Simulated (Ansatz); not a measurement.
# BN2H5 (SMILES NBN): single points off equilibrium

An exercise on one series of results from a longer session: the logs are not shown, and one member is left open.

Computed with Ansatz 0.2.0, Gaussian basis. Level: single points in def2-TZVPP.

Correlated methods freeze the cores. B3LYP uses VWN-RPA correlation.

## The system as given

SMILES `NBN`, 8 atoms, charge 0, spin multiplicity 1.

Atoms are counted from 1 here; the program's logs count them from 0.

Bond lengths: N1–B2 1.421 Å, N1–H4 0.978 Å, N1–H5 0.967 Å, B2–N3 1.365 Å, B2–H6 1.203 Å, N3–H7 1.057 Å, N3–H8 0.989 Å. Angles: B2–N1–H4 120.9°, B2–N1–H5 127.9°, H4–N1–H5 111.2°, N1–B2–N3 122.9°, N1–B2–H6 117.6°, N3–B2–H6 119.5°, B2–N3–H7 120.1°, B2–N3–H8 124.3°, H7–N3–H8 115.5°.

Geometry (Å):

```
N    -0.94250    0.52990   -0.58940
B     0.20040    0.35720    0.23670
N     0.81630   -0.84910    0.40910
H    -1.31580   -0.22010   -1.09360
H    -1.43280    1.34540   -0.76260
H     0.61900    1.32400    0.81680
H     1.65950   -0.92870    1.04200
H     0.56260   -1.67760   -0.06720
```

The first run:

File run/in.yaml:

```yaml
crystal:
  periodic: [false, false, false]
  atoms:
    - {symbol: N, position_ang: [-0.942500, 0.529900, -0.589400]}
    - {symbol: B, position_ang: [0.200400, 0.357200, 0.236700]}
    - {symbol: N, position_ang: [0.816300, -0.849100, 0.409100]}
    - {symbol: H, position_ang: [-1.315800, -0.220100, -1.093600]}
    - {symbol: H, position_ang: [-1.432800, 1.345400, -0.762600]}
    - {symbol: H, position_ang: [0.619000, 1.324000, 0.816800]}
    - {symbol: H, position_ang: [1.659500, -0.928700, 1.042000]}
    - {symbol: H, position_ang: [0.562600, -1.677600, -0.067200]}
basis:
  gaussian: {orbitals: def2-TZVPP}
correlation: {method: ccsd_t}
output: {forces: true}
```

The command line of these runs was not kept.

Among the steps run: CCSD(T)/def2-TZVPP; PBE0-D4/def2-TZVPP; wB97M-V/def2-TZVPP; r2SCAN-D4/def2-TZVPP; PBE-D4/def2-TZVPP; wB97X-V/def2-TZVPP; B3LYP-D4/def2-TZVPP.

One table of the session follows, with a row left open; its other results are not shown here.

```
   method  RMS force component (eV/Å)  angle to CCSD(T) forces (°)  dipole (D)
  CCSD(T)                       1.191                    reference        1.44
  PBE0-D4                       1.159                          5.7        1.46
  wB97M-V                           ?                            ?           ?
r2SCAN-D4                       1.159                          4.5        1.50
   PBE-D4                       1.194                          9.6        1.51
  wB97X-V                       1.190                          2.5        1.45
 B3LYP-D4                       1.157                          4.0        1.45
```

Q: Estimate the row for wB97M-V from the others.

As computed: RMS force component (eV/Å): 1.168; angle to CCSD(T) forces (°): 2.9; dipole (D): 1.47. In the column «RMS force component (eV/Å)» it lies between r2SCAN-D4 (1.159) and wB97X-V (1.190).
